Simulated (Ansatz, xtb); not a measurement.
**A geometry optimisation of C2H3Mg with r2SCAN-D4/def2-SVP**

The starting geometry of this gas-phase doublet was built from a drawn formula by distance geometry and a force field; its bonds are those of `[CH]1[CH2][Mg]1`.

```xyz
6

C    -1.3381    0.7257   -1.6320
C    -1.5454    1.9033   -0.7394
Mg   -1.5898    2.4746   -2.8220
H    -0.2673    0.4242   -1.7042
H    -0.6155    2.1540   -0.1927
H    -2.4679    1.8463   -0.1864
```

Task: Predict what it relaxes into with r2SCAN-D4/def2-SVP.

Result: A bond breaks, leaving `C=[CH][Mg]`. Contacts that open: C2–Mg3 (2.16 → 3.03 Å).

The energy falls by 2.11 eV over 12 steps:

```
step  E − E(last) (eV)
   1             2.115
   2             1.263
   3             0.914
   5             0.236
   6             0.078
   7             0.012
   8             0.006
  10             0.001
  11             0.000
  12             0.000
```

Final geometry (Å):

```xyz
6

C    -1.0588    1.3069   -1.7242
C    -1.3700    1.7497   -0.4906
Mg   -2.1580    1.9823   -3.4071
H    -0.2178    0.5936   -1.7717
H    -0.8326    1.4320    0.4181
H    -2.1869    2.4636   -0.3012
```

From the same start GFN2-xTB reaches the same bonding as this run.

The end wasn't checked by frequencies. Open shells are spin-unrestricted. Run with Ansatz 0.2.0, 71 s on 1 thread of Arm Neoverse V1, on a shared host.
